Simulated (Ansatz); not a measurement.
**Structure relaxation of Ca**

Computed with DFT PBEsol, scalar-relativistic, plane waves, PAW in Ansatz. Cutoff 420 eV, Γ-centred k mesh, Gaussian smearing, no spin polarisation in the final step.

This is the end of a relaxation of cell and atoms.

```yaml
crystal:
  lattice:
    - [6.88540, 0.00000, 0.00000]
    - [0.00000, 6.88540, 0.00000]
    - [0.00000, 0.00000, 6.88540]
  atoms:
    - { symbol: Ca, position: [0.50000, 0.50000, 0.50000] }
    - { symbol: Ca, position: [0.00000, 0.00000, 0.00000] }
    - { symbol: Ca, position: [0.25000, 0.00000, 0.50000] }
    - { symbol: Ca, position: [0.50000, 0.25000, 0.00000] }
    - { symbol: Ca, position: [0.50000, 0.75000, 0.00000] }
    - { symbol: Ca, position: [0.75000, 0.00000, 0.50000] }
    - { symbol: Ca, position: [0.00000, 0.50000, 0.75000] }
    - { symbol: Ca, position: [0.00000, 0.50000, 0.25000] }
```

Energies count from the standard state of Ca at the same level.

Q: What space group does it have?

A: Pm-3n (No. 223). Conventional cell: a = 6.885 Å. Ca on Wyckoff site a (2 atoms of the primitive cell) is coordinated by 12 Ca at 3.85 Å; Ca on Wyckoff site c (6 atoms of the primitive cell) has 2 Ca at 3.44 Å, 4 Ca at 3.85 Å and 8 Ca at 4.22 Å.

Q: How far above the standard state of Ca does it lie?

A: 0.04 eV/atom.

Q: Is it a metal?

A: Yes, bands cross the Fermi level on the 6×6×6 mesh.

The final run used a 6×6×6 mesh on its 8-atom cell and 0.10 eV smearing. The k mesh leaves about 4 meV/atom of noise in metals. The cell came from a trial start, so Ca may not exist in this structure.